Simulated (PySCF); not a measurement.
**Vibration and rotation of SN**

ROHF-CCSD(T) constants of SN, ²Π (doublet), unpaired electrons π ↑ (S jorge-DZP-DKH, N jorge-DZP-DKH; spin-free X2C with a Gaussian nucleus (PySCF 2.14); masses 31.9721 and 14.0031 u):

```
ωe          : 1150.4 cm⁻¹
ωexe        : 7.46 cm⁻¹
Be          : 0.73228 cm⁻¹
αe          : 0.00601 cm⁻¹
De to S + N : 3.72 eV
```

Q: What force constant and bond length do these constants imply?

A: Reduced mass μred = 9.7380 u; k = 5.8918×10⁻⁷·μred·ωe² (u, cm⁻¹, mdyn/Å) = 7.59 mdyn/Å; Re = √(16.8576/(μred·Be)) (u, cm⁻¹, Å) = 1.538 Å.

Q: Estimate the centrifugal constant D from the Kratzer relation and find the Dunham coefficient a1.

A: D = 4Be³/ωe² = 1.19e-06 cm⁻¹; a1 = −1 − αeωe/(6Be²) = -3.15.

Correlated steps freeze 6 core orbitals. Correlated levels converge slowly with the basis: in double zeta they bind strong bonds too weakly, by up to about 1 eV, and carry superposition errors of some tenths. The state is the lowest determinant that a PBE0 search found; another state may lie lower at other levels.
